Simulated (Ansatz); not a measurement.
Relaxation of ClH₅NSi (8 atoms, charge 0, multiplicity 2), to a largest force component of 0.03 eV/Å in at most 50 steps.

Level of theory: UKS B3LYP-D4/6-31G* (Ansatz 0.2.0).

```xyz
8
Properties=species:S:1:pos:R:3
Si -0.010 0.014 -0.317
H 0.046 0.033 2.345
H 1.389 -0.046 -0.814
H -0.734 1.195 -0.857
Cl -1.020 -1.701 -0.920
N 0.273 -0.150 3.345
H -0.534 -0.655 3.717
H 0.275 0.765 3.799
```

Q: Where does it end, and by what steps?

A: The forces met the threshold. After 31 steps the energy has fallen by 0.147 eV; H8 moved furthest, 1.10 Å.

```csv
step,energy less start (eV),largest force component (eV/Å),accepted
0,0.0000,0.732,yes
2,-0.0157,0.534,yes
4,-0.0252,0.286,no
6,-0.0425,0.232,yes
8,-0.0535,0.722,yes
10,-0.0811,0.144,yes
12,-0.0908,0.093,yes
14,-0.0962,0.055,yes
16,-0.1038,0.285,yes
18,-0.1077,0.258,yes
20,-0.1148,0.043,yes
22,-0.1179,0.037,yes
24,-0.1241,0.174,yes
26,-0.1387,0.278,yes
28,-0.1421,0.154,no
30,-0.1455,0.093,no
31,-0.1470,0.015,yes
```

```xyz
8
Properties=species:S:1:pos:R:3
Si 0.330 0.007 -0.134
H 0.895 -0.199 2.991
H 0.999 -0.023 -1.467
H -0.468 1.257 0.012
Cl -0.994 -1.607 -0.064
N -0.076 -0.062 3.262
H -0.632 -0.768 2.784
H -0.369 0.849 2.916
```

Whether the end is a true minimum wasn't checked by a vibrational analysis.

The run took 120 s on 1 thread of Arm Neoverse V1, on a shared host, peak memory 0.16 GiB.
